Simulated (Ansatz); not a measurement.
## CO, singlet: reading a ladder of total energies

Geometry: that of the CO, triplet, kept fixed.

```xyz
2

O     0.0000    0.0000    0.0000
C     0.0000    0.0000    1.1955
```

Basis 6-31G; Ansatz 0.2.0. Only valence electrons are correlated (noble-gas cores frozen), which leaves 10 electrons in 16 orbitals. Prefix R: restricted or restricted open-shell reference.

Full CI is exact within this basis and frozen core; it isn't the basis-set limit.

Runs differ by some tens of microhartree through their thresholds, so steps under 0.03 kcal/mol mean nothing.

```csv
level,total energy (hartree)
RHF,-112.658396
RMP2,-112.881095
RCCSD,-112.874799
RCCSD(T),-112.884886
RCCSDT,-112.885392
RCCSDT(Q),-112.886355
RCCSDTQ,-112.886236
full CI,-112.886300
```

Task: What is the correlation energy at full CI, and what share of it do RMP2 and RCCSD(T) recover?

Result: E(corr) = -112.886300 − (-112.658396) = -0.227904 hartree = -6.202 eV. RMP2: -0.222699 / -0.227904 = 97.72 %. RCCSD(T): -0.226490 / -0.227904 = 99.38 %.

Task: By how many kcal/mol does RCCSD(T) miss full CI (1 hartree = 627.509 kcal/mol), and which steps make up the rest?

Result: -112.884886 − (-112.886300) = 0.001414 hartree = 0.89 kcal/mol. Steps: RCCSDT − RCCSD(T) = -0.32, RCCSDT(Q) − RCCSDT = -0.60, RCCSDTQ − RCCSDT(Q) = 0.07, full CI − RCCSDTQ = -0.04 kcal/mol. Differences between like states or geometries often cancel part of this.
